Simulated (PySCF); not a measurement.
# Atomic charges against the basis set

Compound: Si3H8.
SMILES with atom numbers: `[SiH3:1][SiH2:2][SiH3:3]` (hydrogens: H4, H5, H6 on Si1; H7, H8 on Si2; H9, H10, H11 on Si3)

PBE0 throughout (PySCF), one geometry, spherical d and f functions. Isolated species at its PBE0-D3(BJ)/def2-SVP geometry, gas phase. Atoms taken as equivalent share a column and are averaged.

Mulliken charges (e):

```
      basis  functions  Si1/Si3     Si2  H4 (×6)   H7/H8
   pcSseg-0         55   +0.097  -0.174   -0.012  +0.028
    cc-pVDZ         94   +0.091  -0.002   -0.025  -0.015
   pcSseg-1        112   +0.208  -0.036   -0.055  -0.025
aug-cc-pVDZ        153   -0.803  -0.660   +0.275  +0.309
   IGLO-III        212   +0.489  +0.203   -0.148  -0.147
    cc-pVTZ        214   +0.054  +0.020   -0.015  -0.019
```

IAO charges (e):

```
      basis  functions  Si1/Si3     Si2  H4 (×6)   H7/H8
   pcSseg-0         55   +0.135  +0.018   -0.040  -0.024
    cc-pVDZ         94   +0.271  +0.133   -0.087  -0.076
   pcSseg-1        112   +0.283  +0.136   -0.091  -0.079
aug-cc-pVDZ        153   +0.272  +0.136   -0.088  -0.077
   IGLO-III        212   +0.299  +0.148   -0.096  -0.084
    cc-pVTZ        214   +0.289  +0.143   -0.093  -0.081
```

Hirshfeld charges (e):

```
      basis  functions  Si1/Si3     Si2  H4 (×6)   H7/H8
   pcSseg-0         55   +0.199  +0.137   -0.067  -0.067
    cc-pVDZ         94   +0.208  +0.143   -0.070  -0.070
   pcSseg-1        112   +0.212  +0.147   -0.071  -0.071
aug-cc-pVDZ        153   +0.207  +0.140   -0.069  -0.068
   IGLO-III        212   +0.206  +0.147   -0.070  -0.070
    cc-pVTZ        214   +0.206  +0.141   -0.069  -0.069
```

Q: Which scheme is steadiest as the basis changes?

A: Largest range over the bases for any column: Hirshfeld 0.01 e, IAO 0.16 e, Mulliken 1.29 e. Hirshfeld charges move least and Mulliken charges most, counted in e.

Q: How much do the charges still move between the two largest bases, IGLO-III and cc-pVTZ?

A: At most, over all atoms: Mulliken 0.436 e, IAO 0.010 e, Hirshfeld 0.006 e.

Q: What do the same runs give for the total energy, the frontier levels and the dipole moment?

A: 
| basis | energy (Eh) | HOMO (eV) | LUMO (eV) | μ (D) |
| --- | --- | --- | --- | --- |
| pcSseg-0 | -871.8385 | -8.59 | 0.07 | 0.05 |
| cc-pVDZ | -872.8878 | -7.99 | 0.00 | 0.11 |
| pcSseg-1 | -872.8625 | -8.13 | -0.14 | 0.12 |
| aug-cc-pVDZ | -872.8910 | -8.01 | -0.29 | 0.11 |
| IGLO-III | -872.9225 | -8.04 | -0.22 | 0.10 |
| cc-pVTZ | -872.9302 | -8.02 | -0.19 | 0.11 |
